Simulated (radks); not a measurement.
# N³⁺ in [He] 2s1.75 2p0.25: an all-electron calculation

What are the levels of the nitrogen ion N3+, how large are its shells, and how does its energy divide?

Program: radks (a radial shooting solver on a logarithmic mesh, Libxc functionals) version 1. Level of theory: scalar-relativistic Kohn-Sham, LDA (Slater exchange, VWN5 correlation), spin-polarised, spherical densities, point nucleus; open shells are filled with parallel spins first. These are calculated values, not measurements, unless marked.

### Step 1. What is computed

| Quantity | Value |
| --- | --- |
| element | nitrogen (Z = 7) |
| charge | +3 |
| electrons | 4 |
| configuration | [He] 2s1.75 2p0.25 |

### Step 2. The calculation

Settings of this run:

```text
Z 7
configuration [He] 2s1.75 2p0.25 3s0 3p0 3d0
relativity scalar-relativistic
functional lda,vwn5
spin polarised
nucleus point
c 137.035999084
```

What does the calculation give?

As calculated:

```
                        quantity                     value
                    total energy         -50.66204 hartree
exchange-correlation share of it                    9.38 %
                            −T/E                    0.9973
          highest occupied level         2p up, -57.640 eV
    most extended occupied level  2s down, <r> = 1.11 bohr
 radius at density 0.001 e/bohr³                 2.42 bohr
    maxima of the radial density                         2
```

What this shows: 2 principal shells are occupied and 2 maxima appear in the radial density. This is not the tabulated ground configuration, so its levels and sizes aren't those of the ground state, and no measured value stands beside it.
